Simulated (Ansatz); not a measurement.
# CH₃Si+ (SMILES C=[SiH+]): functionals against CCSD(T) at one geometry

An exercise on one series of results from a longer session: the logs are not shown, and one member is left open.

Program: Ansatz 0.2.0, Gaussian basis. Level of theory: single points in def2-TZVPP. These are calculated values, not measurements.

Cores are frozen in the correlated methods.

## Starting geometry

SMILES `C=[SiH+]`, 5 atoms, charge 1, spin multiplicity 1.

Atoms are counted from 1 here; the program's logs count them from 0.

Bond lengths: C1–Si2 1.845 Å, C1–H3 1.197 Å, C1–H4 1.034 Å, Si2–H5 1.431 Å. Angles: Si2–C1–H3 118.2°, Si2–C1–H4 121.4°, H3–C1–H4 117.4°, C1–Si2–H5 171.9°.

As a file:

| atom | x (Å) | y (Å) | z (Å) |
| --- | --- | --- | --- |
| C1 | -0.2558 | -0.7175 | -0.0050 |
| Si2 | 0.4216 | 0.9958 | -0.1031 |
| H3 | -0.4739 | -1.1785 | 1.0778 |
| H4 | -0.7276 | -1.1569 | -0.8136 |
| H5 | 1.0117 | 2.2726 | -0.3646 |

Set-up of the first run:

File run/in.yaml:

```yaml
crystal:
  periodic: [false, false, false]
  atoms:
    - {symbol: C, position_ang: [-0.255800, -0.717500, -0.005000]}
    - {symbol: Si, position_ang: [0.421600, 0.995800, -0.103100]}
    - {symbol: H, position_ang: [-0.473900, -1.178500, 1.077800]}
    - {symbol: H, position_ang: [-0.727600, -1.156900, -0.813600]}
    - {symbol: H, position_ang: [1.011700, 2.272600, -0.364600]}
basis:
  gaussian: {orbitals: def2-TZVPP}
total_charge: 1
correlation: {method: ccsd_t}
output: {forces: true}
```

No record of the launch command was kept for these runs.

Among the steps run: CCSD(T)/def2-TZVPP; PBE0-D4/def2-TZVPP; wB97M-V/def2-TZVPP; r2SCAN-D4/def2-TZVPP; PBE-D4/def2-TZVPP; r2SCANh-D4/def2-TZVPP; wB97X-V/def2-TZVPP.

One of the session's tables, all rows but one given; the rest of the session is left out.

```
    method  RMS force component (eV/Å)  angle to CCSD(T) forces (°)
   CCSD(T)                       2.052                    reference
   PBE0-D4                       2.297                          5.6
   wB97M-V                       2.299                          6.7
 r2SCAN-D4                       2.248                          5.2
    PBE-D4                       2.203                          5.3
r2SCANh-D4                           ?                            ?
   wB97X-V                       2.365                          7.0
```

Q: Estimate the row for r2SCANh-D4 from the others.

As computed: RMS force component (eV/Å): 2.278; angle to CCSD(T) forces (°): 5.6. In the column «RMS force component (eV/Å)» it lies between r2SCAN-D4 (2.248) and PBE0-D4 (2.297).
